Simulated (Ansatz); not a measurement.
## Worked example: H₂Si–AsH₂⁺, triplet against H$_{2}$Si–AsH$_{2}$, doublet

Geometry (PBE0/def2-TZVP stationary point of a doublet), kept for both states (H2Si–AsH2, doublet: A'; H2Si–AsH2⁺, triplet: A'):

| atom | x (Å) | y (Å) | z (Å) |
| --- | --- | --- | --- |
| Si | -0.1246 | 0.0000 | 1.6820 |
| As | 0.0578 | 0.0000 | -0.6674 |
| H | 0.5618 | -1.2100 | 2.2225 |
| H | 0.5618 | 1.2100 | 2.2225 |
| H | -0.9728 | -1.1040 | -0.8506 |
| H | -0.9728 | 1.1040 | -0.8506 |

Basis cc-pVTZ; Ansatz 0.2.0. Only valence electrons are correlated (noble-gas cores and the filled d shells of p-block atoms frozen). Prefix R: restricted or restricted open-shell reference; prefix U: unrestricted. No spin–orbit coupling is included, and no scalar relativity.

Full CI isn't at hand for all of this; UCCSDT(Q) serves as the reference, and is uncertain by about the last step of the cluster series.

```csv
level,"E(H2Si–AsH2, doublet) (hartree)","E(H2Si–AsH2⁺, triplet) (hartree)"
UHF,-2525.478164,-2525.155233
UMP2,-2525.730349,-2525.370983
UCCSD(T),-2525.783577,-2525.422470
PBE,-2527.281012,-2526.919758
wB97M-V,-2527.608686,-2527.247186
UCCSDT(Q),-2525.785578,-2525.424410
```

Q: Give the vertical gap, H2Si–AsH2⁺ triplet less H2Si–AsH2 doublet, at each level in eV (1 hartree = 27.2114 eV), and each error against UCCSDT(Q).

A: UCCSDT(Q): (-2525.424410 − (-2525.785578)) × 27.2114 = 9.828 eV (the reference)
wB97M-V: (-2527.247186 − (-2527.608686)) × 27.2114 = 9.837 eV, error 0.009 eV
PBE: (-2526.919758 − (-2527.281012)) × 27.2114 = 9.830 eV, error 0.002 eV
UCCSD(T): (-2525.422470 − (-2525.783577)) × 27.2114 = 9.826 eV, error -0.002 eV
UMP2: (-2525.370983 − (-2525.730349)) × 27.2114 = 9.779 eV, error -0.049 eV
UHF: (-2525.155233 − (-2525.478164)) × 27.2114 = 8.787 eV, error -1.041 eV

Total energies of functionals can't be set beside those of wave-function methods, since they hold the core's correlation and their own absolute errors; only the differences compare.

The reference still carries a basis error, for a change of charge of the order of 0.1 eV, so smaller errors of functionals can't be ranked.

Each level lands on the state that its own search finds. T1 diagnostics of restricted CCSD: 0.022 and 0.026.
